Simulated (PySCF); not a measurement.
BO: frontier orbitals

PBE0 at R = 1.208 Å; B cc-pVDZ, O cc-pVDZ; no relativity (PySCF 2.14). State: ²Σ⁺ (doublet), unpaired electrons σ ↑. Only the outer orbitals are listed, counted within each symmetry.

```tsv
spin	orbital	occ.	ε (eV)	on B (%)	main shells (%)
α	3σ	1	-28.04	28	69 O s, 13 B s, 13 B p
α	4σ	1	-12.64	27	58 O p, 24 B s, 15 O s
α	1π	1	-10.46	30	70 O p, 28 B p
α	1π	1	-10.46	30	70 O p, 28 B p
α	5σ	1	-9.78	87	48 B s, 39 B p, 12 O p
α	2π	0	-0.13	77	74 B p, 22 O p
α	2π	0	-0.13	77	74 B p, 22 O p
β	3σ	1	-28.03	27	70 O s, 12 B p, 12 B s
β	4σ	1	-12.21	19	67 O p, 14 O s, 14 B s
β	1π	1	-10.49	24	76 O p, 21 B p
β	1π	1	-10.49	24	76 O p, 21 B p
β	5σ	0	-4.22	96	66 B s, 29 B p
β	2π	0	1.03	84	83 B p, 16 O p
β	2π	0	1.03	84	83 B p, 16 O p
```

Problem. Which are the highest filled and the lowest empty level, where do they sit, and how wide is the gap?

Solution. Highest filled α 5σ at -9.78 eV (in %: 48 B s, 39 B p, 12 O p); lowest empty β 5σ at -4.22 eV (in %: 66 B s, 29 B p); the gap at PBE0 is 5.56 eV.

```json
{
  "bond order (Mayer)": "2.64",
  "⟨S²⟩": "0.763",
  "charge on B (Mulliken, basis-dependent)": "0.04",
  "charge on B (Löwdin, basis-dependent)": "0.21",
  "dipole moment (positive dipole means B(−)O(+))": "-2.10 D",
  "polarisability along the bond": "15.4 bohr³",
  "polarisability across the bond": "11.8 bohr³"
}
```

The state was picked by a PBE0 search and need not be the measured ground state.
